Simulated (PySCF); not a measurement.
Spectrum to structure. The calculation used PySCF 2.14.0, density-fitted response routines, TDDFT CAM-B3LYP/def2-SVPD, vertical, gas phase, core orbitals frozen in the response. Geometries: GFN2-xTB, one conformer each. Ions are computed without counter-ions or solvent.

```tsv
state	E (eV)	λ (nm)	f
S1	8.06	153.8	0.407
S2	8.50	145.8	0.031
S3	8.87	139.8	0.0004
S4	9.30	133.3	0.014
S5	9.66	128.4	0.0003
S6	9.88	125.4	0.0055
S7	9.99	124.1	0.0057
S8	10.22	121.3	0.0089
```

Orbital energies (eV): HOMO-3 -17.50, HOMO-2 -17.41, HOMO-1 -16.94, HOMO -14.41, LUMO -3.59, LUMO+1 -2.84, LUMO+2 -1.97.

Question: Which candidate is it? All have the formula [C5H12N]+.
A. `C=C[N+](C)(C)C`
B. `C1CCC[NH+]1C`
C. `C[N+]1(C)CCC1`
D. `C=C[C@H](C)[NH2+]C`

Answer: A. Its S1 lies at 8.06 eV; the nearest of the others has S1 at 7.32 eV. S1 is HOMO→LUMO (96%). Löwdin shares by element: HOMO carbon 79% or more, nitrogen 4% (atoms not listed hold the other 17%); LUMO carbon 70% or more, hydrogen 12% or more (atoms not listed hold the other 18%). At the same level the other candidates give, for their lowest levels:
- `C[N+]1(C)CCC1`: 9.71 eV (f 0.034); 9.77 eV (f 0.002); 10.11 eV (f 0.001); 10.29 eV (f 0.002); 10.33 eV (f 0.003); T1 9.40 eV; HOMO -15.94, LUMO -2.97 eV
- `C[NH+]1CCCC1`: 8.85 eV (f 0.001); 9.52 eV (f 0.014); 9.55 eV (f 0.005); 10.04 eV (f 0.003); 10.26 eV (f 0.014); T1 8.66 eV; HOMO -15.36, LUMO -3.45 eV
- `C=C[C@H](C)[NH2+]C`: 7.32 eV (f 0.123); 7.76 eV (f 0.368); 8.13 eV (f 0.008); 8.21 eV (f 0.015); 8.75 eV (f 0.035); T1 4.51 eV; HOMO -13.59, LUMO -3.55 eV

The values belong to the conformer `[CH2:1]=[CH:2][N+:3]([CH3:4])([CH3:5])[CH3:6]`: C1–C2–N3–C4 -122°.
Triplets come from the Tamm–Dancoff approximation.
